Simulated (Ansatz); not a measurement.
Abridged output of a molecular run in Ansatz:

```
Functional definition: HF
1515 factors; integrals over basis functions are off by at most 1.1e-3 eV
mean field evaluation 1: about -9158.3029 eV, gradient 4.9e1 eV
mean field evaluation 2: about -9158.6719 eV, gradient 4.9e1 eV
mean field evaluation 4: about -9163.5281 eV, gradient 4.9e0 eV
mean field evaluation 8: about -9163.6125 eV, gradient 5.0e-1 eV
mean field evaluation 16: about -9163.6136 eV, gradient 2.1e-6 eV
mean field -9163.61358690 eV, -336.7565879981 hartree, gradient 2.1e-6 eV, S^2 0.000000; 0 other end points of the search recorded, 0 dependent functions left out
6 core orbitals not correlated: weight in the atoms' cores, before any rotation towards them, 1.000 or more for the frozen orbitals, at most 0.000 for the correlated occupied ones
reference -9163.61358690 eV, -336.7565879981 hartree; 17, 17 occupied and 219, 219 virtual orbitals, 1515 factors
second order -32.55822214 eV of doubles, -0.00000000 eV of singles
cycle   1  -31.84378583 eV  change    7.1e-1 eV  update   1.3e-1
cycle   2  -32.63013925 eV  change   -7.9e-1 eV  update   3.8e-2
cycle   3  -32.80766849 eV  change   -1.8e-1 eV  update   1.8e-2
cycle   4  -32.78884239 eV  change    1.9e-2 eV  update   4.5e-3
cycle   5  -32.78703629 eV  change    1.8e-3 eV  update   2.3e-3
cycle   6  -32.78860600 eV  change   -1.6e-3 eV  update   7.6e-4
cycle   7  -32.78812691 eV  change    4.8e-4 eV  update   3.3e-4
cycle   8  -32.78790864 eV  change    2.2e-4 eV  update   1.2e-4
cycle   9  -32.78793791 eV  change   -2.9e-5 eV  update   4.8e-5
cycle  10  -32.78795908 eV  change   -2.1e-5 eV  update   1.8e-5
perturbative correction -1.47265215 eV, -0.0541189684 hartree
Total energy: -9197.87419813 eV, -338.0156422381 hartree
```

Its atoms:

Z-matrix (Å, degrees):
```
C
O 1 1.376
N 1 1.532 2 116.9
N 1 1.402 2 108.5 3 143.4
C 1 1.421 2 123.4 3 -58.6
H 2 0.961 1 107.7 3 20.7
H 4 1.012 1 110.7 2 -45.5
H 4 1.009 1 112.0 2 -169.4
O 5 1.319 1 151.6 2 -80.9
H 9 0.970 5 108.2 1 179.6
```

Which basis set was used?
A. def2-TZVPPD
B. cc-pV(D+d)Z
C. def2-SVPD
D. def2-TZVPP

D. It gives 242 functions.

Write the keys of the input that set method, charge and spin (a neutral closed shell needs none for the last two).


```yaml
correlation: {method: ccsd_t}
```
